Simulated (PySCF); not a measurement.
ethanethiol (C2H6S), SMILES CCS. Atoms are numbered in the order given.

```xyz
9

C     -1.4424     0.7545    -0.3609
C     -0.4922    -0.4271    -0.4898
S      1.0222    -0.2517     0.4912
H     -2.3551     0.5787    -0.9380
H     -0.9769     1.6698    -0.7352
H     -1.7153     0.9187     0.6833
H     -0.9577    -1.3403    -0.1117
H     -0.2253    -0.6107    -1.5319
H      1.4828     0.8466    -0.1214
```
Charge 0, spin multiplicity 1.

Geometry: ωB97X-D3(BJ)/def2-TZVP. One conformer was computed; it need not be the lowest.

Two levels are set side by side: PBE/pcSseg-1 (PySCF) and PBE0/pcSseg-1 (PySCF). GIAO shifts against H2S (³³S), TMS (¹H), TMS (¹³C) at the same level; non-relativistic, no solvent, atoms listed together averaged. Differences are taken from unrounded values.

```csv
quantity,PBE
δ(¹³C) of C1 (ppm),24.6
δ(¹³C) of C2 (ppm),27.7
δ(³³S) of S3 (ppm),159.7
δ(¹H) of H9 (ppm),1.29
```

Q: These are the PBE values. What does PBE0 give? (The exact figures need the calculation; the answer reports its results.)

A: 
```
quantity             PBE0  PBE minus PBE0
------------------  -----  --------------
δ(¹³C) of C1 (ppm)   23.8             0.9
δ(¹³C) of C2 (ppm)   25.4             2.3
δ(³³S) of S3 (ppm)  143.4            16.3
δ(¹H) of H9 (ppm)    1.40           -0.11
```

Rough cost on one machine, each run with all the roots and properties that it gave: PBE0 against PBE within a factor of 2.
